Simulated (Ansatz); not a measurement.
`C/C(F)=C/CF` + H₂ → `F/C=C\CF` + CH₄  (hydrogenolysis of a C–C bond)

Computed with Ansatz on PBE0-D4/def2-TZVP structures; ΔE is electronic, products minus reactants. CCSD(T)/CBS is the MP2 limit (def2-TZVPP, def2-QZVPP) plus CCSD(T) − MP2 in def2-TZVPP, frozen cores. This one scheme is used for every species. Double bonds are as drawn, so ΔE can hold a change between cis and trans. Functionals use def2-TZVPP. One conformer a species, not always the lowest.

(1) Is it downhill or uphill in electronic energy at CCSD(T)/CBS, and by how much? (Estimate.)

(2) What do these levels give: PBE-D4, revPBE, BLYP, BHLYP, CAM-B3LYP, CCSD/CBS(def2)? (An estimate is asked.)

Largest T1 diagnostic among the species: 0.012.

Answers

(1) The calculation gave: Downhill: ΔE = -41.4 kJ/mol.

(2) The calculation gave: PBE-D4 -38.0, revPBE -47.2, BLYP -50.7, BHLYP -51.7, CAM-B3LYP -47.7, CCSD/CBS(def2) -45.1 kJ/mol.

Leaving LDA and LC-ωPBE aside and taking each functional with its dispersion term where it has one, the values, not all of them listed here, spread over 12.1 kJ/mol, from B2PLYP to revPBE-D4. LDA lies +12.1 kJ/mol from PBE without D4. In def2-TZVPP, CCSD(T) changes the Hartree–Fock value by +16.9 kJ/mol (the triples alone add +3.7 kJ/mol) and MP2 by +21.4 kJ/mol.
